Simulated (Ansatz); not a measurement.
Geometry optimisation, Ansatz, UKS PBE-D4/def2-SVP.

Input:

```yaml
crystal:
  periodic: [false, false, false]
  atoms:
    - { symbol: O, position_ang: [-0.84158, -0.39337, -0.65829] }
    - { symbol: Si, position_ang: [-0.06977, 0.52308, 0.44401] }
    - { symbol: Cl, position_ang: [1.56532, -0.48383, 1.13755] }
    - { symbol: H, position_ang: [-0.9389, -1.34061, -0.59407] }
    - { symbol: H, position_ang: [0.28493, 1.69473, -0.32919] }
magnetization:
  spin_polarized: true
  initial_magnetization: 1
basis:
  gaussian: { orbitals: def2-SVP }
hamiltonian:
  xc: pbe
  dispersion: d4
relax:
  f_tol: 0.02
  max_steps: 50
output:
  orbitals: {}
```

Command:

```bash
$ ansatz run input.yaml --threads 1 --pin off --max-ram 2048MiB --backend cpu --events-out ev --progress --plain --runs-dir out
```

**Question.** Where does it end, and by what steps?

**Answer.** The run converged. After 6 steps the energy has fallen by 0.148 eV; O1 moved furthest, 0.15 Å.

| step | energy less start (eV) | largest force component (eV/Å) | accepted |
| --- | --- | --- | --- |
| 0 | 0.0000 | 1.236 | yes |
| 1 | -0.1167 | 0.739 | yes |
| 2 | -0.1362 | 0.436 | yes |
| 3 | -0.1030 | 0.684 | no |
| 4 | -0.1470 | 0.145 | yes |
| 5 | -0.1483 | 0.031 | yes |
| 6 | -0.1483 | 0.012 | yes |

```xyz
5
Properties=species:S:1:pos:R:3
O -0.798 -0.446 -0.790
Si -0.091 0.475 0.423
Cl 1.646 -0.438 1.171
H -1.067 -1.347 -0.536
H 0.309 1.756 -0.269
```

The run took 17 s on 1 thread of Arm Neoverse V1, on a shared host, peak memory 0.13 GiB.
